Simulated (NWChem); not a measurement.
# triplet SO2F2: levels of theory compared

Aim: a comparison of 6 runs (U-r2SCAN/6-311+G**, UB3LYP/6-311+G**, UM06-2X/6-311+G**, UM06-L/6-311+G**, UPBE0/6-311+G**, UTPSS/6-311+G**) of triplet SO2F2. 

The calculation is run with NWChem 7.3.0.

1 further run of the same task is left out (set aside as unsound or not needed).

## 1. The structure to begin with

SO2F2: 5 atoms, total charge 0, spin state triplet. As SMILES of the parent species, `O=S(=O)(F)F`. Geometry: relaxed at PBE0-D4/def2-TZVP. That shape belongs to the parent species and isn't relaxed for this state.

Bond lengths: O1–S2 1.404 Å, S2–O3 1.404 Å, S2–F4 1.539 Å, S2–F5 1.539 Å. Angles: O1–S2–O3 124.9°, O1–S2–F4 108.1°, O1–S2–F5 108.1°, O3–S2–F4 108.1°, O3–S2–F5 108.1°, F4–S2–F5 95.6°.

## 2. The energy at U-r2SCAN/6-311+G(d,p) (run 1)

run.py reads:

```python
from ase import Atoms
from ase.calculators.nwchem import NWChem

mol = Atoms('OSOFF', positions=[
    [-0.388200, -0.151100, 1.421700],
    [0.070900, -0.096900, 0.095900],
    [1.129600, -0.862200, -0.418700],
    [-1.140900, -0.267600, -0.837400],
    [0.328600, 1.377800, -0.261400],
])

calc = NWChem(
    label='input',
    theory='dft',
    memory='2200 mb',
    basis='6-311+G**',
    basispar='spherical bse',
    dft={'xc': 'r2scan', 'mult': '3', 'grid': 'fine', 'convergence': 'energy 1e-08', 'iterations': '100', 'mulliken': None},
    task='energy',
)
mol.calc = calc

e = mol.get_potential_energy()
print(f"E = {e:.6f} eV")
```

Started as:

```console
$ export ASE_NWCHEM_COMMAND="nwchem PREFIX.nwi > PREFIX.nwo"
$ python run.py
```

Log:

```text
E = -20351.709953 eV
```

The calculator wrote input.nwi:

```
title "input"

permanent_dir input

scratch_dir input

start input

geometry units angstrom nocenter noautosym noautoz
  O  -3.8819999999999999e-01 -1.5110000000000001e-01 1.4217000000000000e+00
  S  7.0900000000000005e-02 -9.6900000000000000e-02 9.5899999999999999e-02
  O  1.1295999999999999e+00 -8.6219999999999997e-01 -4.1870000000000002e-01
  F  -1.1409000000000000e+00 -2.6760000000000000e-01 -8.3740000000000003e-01
  F  3.2860000000000000e-01 1.3777999999999999e+00 -2.6140000000000002e-01
end

memory 2200 mb

basis spherical bse noprint
   * library 6-311+G**
end

dft
  xc r2scan
  mult 3
  grid fine
  convergence energy 1e-08
  iterations 100
  mulliken
end

task dft energy
```

input.nwo:

```text
Northwest Computational Chemistry Package (NWChem) 7.3.0
             --------------------------------------------------------

           Job information
           ---------------

    nwchem branch   = 7.3.0
    use scalapack   = T
    input           = input.nwi
    prefix          = input.
    data base       = input/input.db
    status          = startup
    nproc           =        1

           Memory information
           ------------------

    heap     =     72089598 doubles =      550.0 Mbytes
    stack    =     72089595 doubles =      550.0 Mbytes
    global   =    144179200 doubles =     1100.0 Mbytes (distinct from heap & stack)
    total    =    288358393 doubles =     2200.0 Mbytes
    verify   = yes
    hardfail = no

[... 98 lines left out ...]
  convergence criterion.
[... 17 lines left out ...]
          Convergence on gradient requested:  5.00D-04
[... 23 lines left out ...]
          Convergence aids based upon iterative change in
[... 28 lines left out ...]
 1-e energy   =   -1615.436986
[... 53 lines left out ...]
         Total DFT energy =     -747.911551973391
[... 2 lines left out ...]
    Exchange-Corr. energy =      -63.801641862882
[... 843 lines left out ...]
                     DFT Final Beta Molecular Orbital Analysis
[... 940 lines left out ...]
 center of mass
 --------------
 x =  -0.02422339 y =   0.03310747 z =  -0.03273934

 moments of inertia (a.u.)
 ------------------
         356.991333548038           1.553086453798          -1.146561434668
           1.553086453798         356.256658034974           1.832109039872
          -1.146561434668           1.832109039872         356.016707868279

     Multipole analysis of the density
     ---------------------------------

     L   x y z        total         alpha         beta         nuclear
     -   - - -        -----         -----         ----         -------
     0   0 0 0     -0.000000    -26.000000    -24.000000     50.000000

     1   1 0 0     -0.012069     -0.122308      0.573411     -0.463172
[... 8 lines of this table left out ...]
     2   0 0 2    -26.767435    -61.626920    -53.151510     88.010994

 Task  times  cpu:       48.3s     wall:       48.3s
 Total times  cpu:       48.3s     wall:       48.3s
```

Run time: 50 s. Hardware: 1 thread of Intel Xeon Platinum 8488C (Sapphire Rapids), shared host; peak memory 0.11 GiB.

## 3. The energy at UB3LYP/6-311+G(d,p) (run 2)

input.nw reads:

```
START input
TITLE "F2O2S"
memory 2200 mb
charge 0
GEOMETRY noautosym nocenter noautoz
 O     -0.388200    -0.151100     1.421700
 S      0.070900    -0.096900     0.095900
 O      1.129600    -0.862200    -0.418700
 F     -1.140900    -0.267600    -0.837400
 F      0.328600     1.377800    -0.261400
END
BASIS spherical bse
 * library 6-311+G**
END
DFT
 xc b3lyp
 mult 3
 grid fine
 convergence energy 1e-08
 maxiter 100
 mulliken
 print medium
END
TASK dft energy
```

Started as:

```console
$ nwchem input.nw > input.out
```

Log:

```text
[...]
          Wavefunction type:  spin polarized.
          No. of atoms     :     5
          No. of electrons :    50
[...]
          Charge           :     0
          Spin multiplicity:     3
[...]
          AO basis - number of functions:   118
[...]
              XC Information
              --------------
                         B3LYP Method XC Potential
                     Hartree-Fock (Exact) Exchange  0.200
                        Slater Exchange Functional  0.800 local
                    Becke 1988 Exchange Functional  0.720 non-local
              Lee-Yang-Parr Correlation Functional  0.810
                  VWN I RPA Correlation Functional  0.190 local
[...]
 d= 0,ls=0.0,diis     1   -747.7920397439 -1.04D+03  1.02D-01  8.65D-01     3.2
[...]
 d= 0,ls=0.0,diis    13   -748.0846723449 -4.49D-09  8.13D-07  1.31D-09    37.0
[...]
         Total DFT energy =     -748.084672344928
      One electron energy =    -1611.645081074444
           Coulomb energy =      635.695629570021
    Exchange-Corr. energy =      -63.971323129720
 Nuclear repulsion energy =      291.836102289215
[...]
      Total Density - Mulliken Population Analysis
     ---------------------------------------------
    Atom       Charge   Shell Charges
 -----------   ------   -------------------------------------------------------
    1 O    8     7.76   1.08  0.91  0.95  1.08  1.99  0.82  1.28 -0.33 -0.05  0.02
    2 S   16    16.42   0.77  1.19  0.94  1.05  1.16  0.65  1.85  4.02  0.97  1.66  0.83  0.54  0.03  0.75
    3 O    8     7.76   1.08  0.91  0.95  1.08  1.99  0.82  1.28 -0.33 -0.05  0.02
    4 F    9     9.03   1.08  0.92  1.18  1.11  2.34  0.87  1.69 -0.15 -0.01  0.01
    5 F    9     9.03   1.08  0.92  1.18  1.11  2.34  0.87  1.69 -0.15 -0.01  0.01
[...]
      <S2> =      2.0106 (Exact =     2.0000)
[...]
```

It took 38 s on 1 thread of Intel Xeon Platinum 8488C (Sapphire Rapids), shared host; peak memory 0.12 GiB.

## 4. The energy at UM06-2X/6-311+G(d,p) (run 3)

run.py reads:

```python
from ase import Atoms
from ase.calculators.nwchem import NWChem

atoms = Atoms(['O', 'S', 'O', 'F', 'F'], positions=[
    [-0.388200, -0.151100, 1.421700],
    [0.070900, -0.096900, 0.095900],
    [1.129600, -0.862200, -0.418700],
    [-1.140900, -0.267600, -0.837400],
    [0.328600, 1.377800, -0.261400],
])

calc = NWChem(
    label='calc',
    theory='dft',
    memory='2200 mb',
    basis='6-311+G**',
    basispar='spherical bse',
    dft={'xc': 'm06-2x', 'mult': '3', 'grid': 'fine', 'convergence': 'energy 1e-08', 'iterations': '100', 'mulliken': None},
    task='energy',
)
atoms.calc = calc

e = atoms.get_potential_energy()
print(f"E = {e:.6f} eV")
```

Started as:

```console
$ export ASE_NWCHEM_COMMAND="nwchem PREFIX.nwi > PREFIX.nwo"
$ python run.py
```

Log:

```text
E = -20351.541392 eV
```

The calculator wrote calc.nwi:

```
title "calc"

permanent_dir calc

scratch_dir calc

start calc

geometry units angstrom nocenter noautosym noautoz
  O  -3.8819999999999999e-01 -1.5110000000000001e-01 1.4217000000000000e+00
  S  7.0900000000000005e-02 -9.6900000000000000e-02 9.5899999999999999e-02
  O  1.1295999999999999e+00 -8.6219999999999997e-01 -4.1870000000000002e-01
  F  -1.1409000000000000e+00 -2.6760000000000000e-01 -8.3740000000000003e-01
  F  3.2860000000000000e-01 1.3777999999999999e+00 -2.6140000000000002e-01
end

memory 2200 mb

basis spherical bse noprint
   * library 6-311+G**
end

dft
  xc m06-2x
  mult 3
  grid fine
  convergence energy 1e-08
  iterations 100
  mulliken
end

task dft energy
```

calc.nwo:

```text
Northwest Computational Chemistry Package (NWChem) 7.3.0
             --------------------------------------------------------

           Job information
           ---------------

    nwchem branch   = 7.3.0
    use scalapack   = T
    input           = calc.nwi
    prefix          = calc.
    data base       = calc/calc.db
    status          = startup
    nproc           =        1

           Memory information
           ------------------

    heap     =     72089598 doubles =      550.0 Mbytes
    stack    =     72089595 doubles =      550.0 Mbytes
    global   =    144179200 doubles =     1100.0 Mbytes (distinct from heap & stack)
    total    =    288358393 doubles =     2200.0 Mbytes
    verify   = yes
    hardfail = no

[... 98 lines left out ...]
  convergence criterion.
[... 17 lines left out ...]
          Convergence on gradient requested:  5.00D-04
[... 24 lines left out ...]
          Convergence aids based upon iterative change in
[... 28 lines left out ...]
 1-e energy   =   -1615.436986
[... 53 lines left out ...]
         Total DFT energy =     -747.905357461727
[... 2 lines left out ...]
    Exchange-Corr. energy =      -63.810949352672
[... 842 lines left out ...]
                     DFT Final Beta Molecular Orbital Analysis
[... 941 lines left out ...]
 center of mass
 --------------
 x =  -0.02422339 y =   0.03310747 z =  -0.03273934

 moments of inertia (a.u.)
 ------------------
         356.991333548038           1.553086453798          -1.146561434668
           1.553086453798         356.256658034974           1.832109039872
          -1.146561434668           1.832109039872         356.016707868279

     Multipole analysis of the density
     ---------------------------------

     L   x y z        total         alpha         beta         nuclear
     -   - - -        -----         -----         ----         -------
     0   0 0 0     -0.000000    -26.000000    -24.000000     50.000000

     1   1 0 0      0.006293     -0.159382      0.628846     -0.463172
[... 8 lines of this table left out ...]
     2   0 0 2    -26.492976    -61.340362    -53.163609     88.010994

 Task  times  cpu:       55.2s     wall:       55.2s
 Total times  cpu:       55.2s     wall:       55.2s
```

It took 56 s on 1 thread of Intel Xeon Platinum 8488C (Sapphire Rapids), shared host; peak memory 0.11 GiB.

Runs 4 to 5 aren't shown in full; the table further down has their settings and results.

## 5. A single-point energy at UTPSS/6-311+G(d,p) (run 6)

work.nw reads:

```
start work
title "F2O2S energy"
memory stack 880 mb heap 220 mb global 1100 mb

geometry units angstroms noautosym nocenter noautoz
  O    -0.388200   -0.151100    1.421700
  S     0.070900   -0.096900    0.095900
  O     1.129600   -0.862200   -0.418700
  F    -1.140900   -0.267600   -0.837400
  F     0.328600    1.377800   -0.261400
end

basis "ao basis" spherical bse
  * library 6-311+G**
end

dft
  xc xtpss03 ctpss03
  mult 3
  grid fine
  convergence energy 1e-08
  iterations 100
  mulliken
end

task dft
```

Started as:

```console
$ nwchem work.nw > work.out
```

Log:

```text
[...]
          Wavefunction type:  spin polarized.
          No. of atoms     :     5
          No. of electrons :    50
[...]
          Charge           :     0
          Spin multiplicity:     3
[...]
          AO basis - number of functions:   118
[...]
              XC Information
              --------------
                  TPSS metaGGA Exchange Functional  1.000
             TPSS03 metaGGA Correlation Functional  1.000
[...]
 d= 0,ls=0.0,diis     1   -747.8358186865 -1.04D+03  1.06D-01  8.19D-01     3.7
[...]
 d= 0,ls=0.5,diis    43   -748.1426449942 -7.89D-09  5.50D-06  2.00D-08   137.4
[...]
         Total DFT energy =     -748.142645000367
      One electron energy =    -1611.853258894525
           Coulomb energy =      635.896708333786
    Exchange-Corr. energy =      -64.022196728843
 Nuclear repulsion energy =      291.836102289215
[...]
      Total Density - Mulliken Population Analysis
     ---------------------------------------------
    Atom       Charge   Shell Charges
 -----------   ------   -------------------------------------------------------
    1 O    8     7.70   1.09  0.91  0.94  1.08  1.99  0.83  1.27 -0.38 -0.06  0.02
    2 S   16    16.68   0.78  1.19  0.94  1.04  1.15  0.74  1.85  4.02  0.97  1.75  0.86  0.59  0.04  0.77
    3 O    8     7.70   1.09  0.91  0.94  1.08  1.99  0.83  1.27 -0.38 -0.06  0.02
    4 F    9     8.96   1.08  0.92  1.17  1.11  2.33  0.87  1.68 -0.18 -0.02  0.01
    5 F    9     8.96   1.08  0.92  1.17  1.12  2.33  0.87  1.68 -0.18 -0.02  0.01
[...]
      <S2> =      2.0054 (Exact =     2.0000)
[...]
```

Run time: 2.4 min. Hardware: 1 thread of Intel Xeon Platinum 8488C (Sapphire Rapids), shared host; peak memory 0.11 GiB.

## 6. Overview of the runs

```tsv
run	level	energy (Eh)	dipole moment (D)	HOMO energy (eV)	⟨S²⟩	wall time
1	U-r2SCAN/6-311+G**	-747.911552	0.07	-2.35	2.009	50 s
2	UB3LYP/6-311+G**	-748.084672	0.11	-3.20	2.011	38 s
3	UM06-2X/6-311+G**	-747.905357	0.04	-4.07	2.016	56 s
4	UM06-L/6-311+G**	-748.023225	0.14	–	2.009	2.7 min
5	UPBE0/6-311+G**	-747.589316	0.07	–	2.013	39 s
6	UTPSS/6-311+G**	-748.142645	0.03	-2.31	2.005	2.4 min
```

## 7. Summary of results

| quantity | value |
| --- | --- |
| run 6: total energy | -748.14265 Eh |
| run 6: dipole moment | 0.03 D |
| run 6: HOMO energy (highest over α and β) | -2.31 eV |
| run 6: ⟨S²⟩ | 2.005 |

The dipole moment (its size) runs from 0.03 D (UTPSS/6-311+G**) to 0.14 D (UM06-L/6-311+G**). Totals of different functionals can't be ranked against each other. All runs together took 8.1 min, the longest 2.7 min.
